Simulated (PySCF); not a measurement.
## The electron affinity along the third row

Calculated with PySCF 2.14 from differences of total energies of unrestricted determinants, without spin-orbit coupling. Values in eV. The last column holds reference values (measured affinities from photodetachment; the arrow runs from anion to atom). Unmarked ones compare directly (S terms, centres of terms, or small fine structure); those marked * lie between the lowest fine-structure levels and include a spin-orbit shift.

| element | configurations | UHF | LDA | PBE0 | r2SCAN | MP2 (valence) | SCS-MP2 (valence) | reference |
| --- | --- | --- | --- | --- | --- | --- | --- | --- |
| Al (aug-cc-pV(Q+d)Z with one added diffuse shell each of s, p, d, f, g type, non-relativistic) | [Ne] 3s2 3p2 → [Ne] 3s2 3p1 | 0.014 | 0.675 | 0.544 | 0.623 | 0.381 | 0.279 | 0.433 * |
| Si (aug-cc-pV(Q+d)Z with one added diffuse shell each of s, p, d, f, g type, non-relativistic) | [Ne] 3s2 3p3 → [Ne] 3s2 3p2 | 0.849 | 1.599 | 1.459 | 1.535 | 1.410 | 1.227 | 1.390 * |
| P (aug-cc-pV(Q+d)Z with one added diffuse shell each of s, p, d, f, g type, non-relativistic) | [Ne] 3s2 3p4 → [Ne] 3s2 3p3 | -0.319 | 1.056 | 0.793 | 0.814 | 0.551 | 0.637 | 0.747 * |
| Cl (aug-cc-pV(Q+d)Z with one added diffuse shell each of s, p, d, f, g type, non-relativistic) | [Ar] → [Ne] 3s2 3p5 | 2.370 | 3.933 | 3.567 | 3.609 | 3.726 | 3.640 | 3.613 * |

Task: Fill in the row of S (aug-cc-pV(Q+d)Z with one added diffuse shell each of s, p, d, f, g type, non-relativistic) ([Ne] 3s2 3p5 → [Ne] 3s2 3p4).

Result: UHF 0.885; LDA 2.397; PBE0 2.067; r2SCAN 2.130; MP2 (valence) 2.022; SCS-MP2 (valence) 2.033; reference 2.077 * (eV).

The highest occupied level of the anion is positive for Al⁻ at LDA, PBE0, r2SCAN; Si⁻ at LDA, PBE0, r2SCAN; P⁻ at LDA, PBE0, r2SCAN; S⁻ at LDA, PBE0, r2SCAN; Cl⁻ at LDA, r2SCAN, so there the basis helps to hold the electron.

"Valence" correlates the outer s and p shells and, in groups 3 to 12 and the f block, the outer d or f shell, open or full, or the next shell where the ion has no valence electron left; the wider scheme adds the next inner shell.
